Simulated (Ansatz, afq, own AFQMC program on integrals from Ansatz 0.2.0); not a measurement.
# CH2N, quartet → CH$_{2}$N, doublet

```yaml
atoms:
  - { symbol: N, position_ang: [0.0000, 0.0000, 0.5481] }
  - { symbol: C, position_ang: [0.0000, 0.0000, -0.8171] }
  - { symbol: H, position_ang: [0.0000, 0.8633, 1.0602] }
  - { symbol: H, position_ang: [0.0000, -0.8633, 1.0602] }
```

Connectivity, by distances: NH2–C.

E(doublet, charge +0) − E(quartet, charge +0) at this geometry, on UHF and UHF determinants.

Basis cc-pVQZ. Noble-gas cores (and the filled d shells of Ga–Kr and In–Xe) are frozen. Ansatz 0.2.0 and our own AFQMC program on the same integrals; the CISD trial comes from CCSD amplitudes, and released means the phaseless constraint is let go. Error bars are statistical, one sigma. The errors of all members are added in quadrature.

No full CI on the walks' own integrals is used here. The released AFQMC energy serves as the reference, which it does only where one determinant dominates, the energy is flat over the last release times and near the phaseless one (40 meV or 2 meV an electron, half that with transition metals). On small molecules, where full CI could be run and the noise was under 10 meV, such values lay within 10 meV of it in 19 cases of 20, a flattering rate, since the rule was set on those same cases; what remains of the bias isn't in the error bar. Each member takes its own surest rung, up to full CI.

Errors are counted within cc-pVQZ, not against nature.

Cautions: CH₂N (quartet): another spin lies lower, the ph-AFQMC/HF walk drifts between its halves (2.3 errors), the released value is read at 1.62 1/Eh, later times being too noisy (meV from the phaseless value at times in 1/Eh: -8 ± 3 at 0.24, -8 ± 3 at 0.51, 1 ± 4 at 0.99, -7 ± 7 at 1.62, -3 ± 12 at 2.40); CH₂N (doublet): the released value is read at 2.40 1/Eh with a noise of 13 meV, more than in the cases checked (meV from the phaseless value at times in 1/Eh: -1 ± 8 at 0.24, -10 ± 7 at 0.51, -23 ± 7 at 0.99, -16 ± 10 at 1.62, -21 ± 13 at 2.40).

Reference (AFQMC with the constraint released): -85.6 ± 0.3 kcal/mol.

```tsv
level	vertical spin gap (kcal/mol)	error against released AFQMC (kcal/mol)
HF	-56.5	29.0 ± 0.3
MP2	-81.2	4.3 ± 0.3
CCSD	-82.8	2.8 ± 0.3
CCSD(T)	-85.2	0.3 ± 0.3
ph-AFQMC/CISD	-85.2 ± 0.2	0.3 ± 0.4
```

Correlation beyond CCSD(T) changes it by less than twice the noise. The perturbative (T) step is worth −2.5 kcal/mol.

A walk keeps the symmetry of its determinant, which the program's search chose and which needn't be the lowest solution, so a lower state of the same spin and another symmetry isn't excluded. Released energies are given only where the last usable release times agree within the noise; a slower fall can still hide under it.
